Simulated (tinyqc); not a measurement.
Worked calculation: Pariser-Parr-Pople SCF with singles CI, for the molecule C=CC=C (SMILES; centres numbered as the heavy atoms are written). One step of it, computed by the program tinyqc.

Question. Iteration 3: orbitals and new P. Diagonalise F (the basis is taken as orthonormal) and form P = 2 sum c c over the lowest orbitals; 0.5 of the old P is kept.

F (eV):
```
           1C         2C         3C         4C
1C  -5.595000  -5.851494   0.000000   0.730772
2C  -5.851494  -5.595000  -3.894557   0.000000
3C   0.000000  -3.894557  -5.595000  -5.851494
4C   0.730772   0.000000  -5.851494  -5.595000
```

pi electrons, sum of z_r less the charge = 4

P after iteration 2:
```
           1C        2C        3C         4C
1C   1.000000  0.916713  0.000000  -0.398293
2C   0.916713  1.000000  0.398293   0.000000
3C   0.000000  0.398293  1.000000   0.916713
4C  -0.398293  0.000000  0.916713   1.000000
```

Give: orbital energies; P after iteration 3.

Answer.

orbital energies (eV): -13.469  -10.305  -0.885  2.279

P after iteration 3:
```
        1C     2C     3C      4C
1C   1.000  0.923  0.000  -0.383
2C   0.923  1.000  0.383   0.000
3C   0.000  0.383  1.000   0.923
4C  -0.383  0.000  0.923   1.000
```
